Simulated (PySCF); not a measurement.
## Which determinant of Al₂ lies lowest?

Unrestricted PBE0; PySCF, no relativity, basis sets Al 6-311G(d,p). Outer shells of the fragments: Al 3s2 3p1; Al 3s2 3p1.

Followed along the bond (rough minima from three points):

```json
{"2Ms+1": "3", "unpaired": "σ ↑, π ↑", "⟨S²⟩ at the start": "2.01", "R at minimum (Å)": "2.75", "Te (eV)": "0.00"}
{"2Ms+1": "3", "unpaired": "π ↑↑", "⟨S²⟩ at the start": "2.01", "R at minimum (Å)": "2.48", "Te (eV)": "0.05"}
{"2Ms+1": "1", "unpaired": "σ ↓, π ↑", "⟨S²⟩ at the start": "1.03", "R at minimum (Å)": "2.74", "Te (eV)": "0.12"}
{"2Ms+1": "1", "unpaired": "π ↑↓", "⟨S²⟩ at the start": "1.01", "R at minimum (Å)": "2.49", "Te (eV)": "0.24"}
{"2Ms+1": "1", "unpaired": "none", "⟨S²⟩ at the start": "0.00", "R at minimum (Å)": "2.54", "Te (eV)": "0.79"}
```

Solutions found at the starting distance of 2.390 Å, counted from the lowest of them; the search is not exhaustive and high or unbound solutions are not listed, so other states can lie among these:

| 2Ms+1 | unpaired | term | E (eV) | ⟨S²⟩ | ⟨Lz²⟩ |
| --- | --- | --- | --- | --- | --- |
| 3 | π ↑↑ | ³Σ⁻ | 0.00 | 2.01 | 0.00 |
| 1 | π ↑↓ | mixed | 0.20 | 1.01 | 2.01 |
| 3 | σ ↑, π ↑ | ³Π | 0.25 | 2.01 | 1.00 |
| 1 | σ ↓, π ↑ | mixed | 0.36 | 1.03 | 1.00 |
| 1 | none | mixed | 0.77 | 0.00 | 2.00 |
| 3 | σ ↑↑, π ↑↓ | mixed | 2.11 | 3.01 | 2.01 |

A term symbol is given only where ⟨S²⟩ and ⟨Lz²⟩ are close to those of a pure state; the other rows mix spins, or terms through real π, δ and φ orbitals, and g/u labels are left off.

Problem. Compare the gap between the two lowest followed solutions at the starting distance with the gap between their minima.

Solution. At PBE0 the second solution (triplet, unpaired electrons π ↑↑) lies -0.25 eV from the first (triplet, unpaired electrons σ ↑, π ↑) at 2.390 Å and +0.05 eV at the minima; the two curves relax by different amounts, since their minima lie near 2.48 and 2.75 Å.

Counting both spins, an empty level lies below a filled one in some of these solutions, because spin and occupation are held.
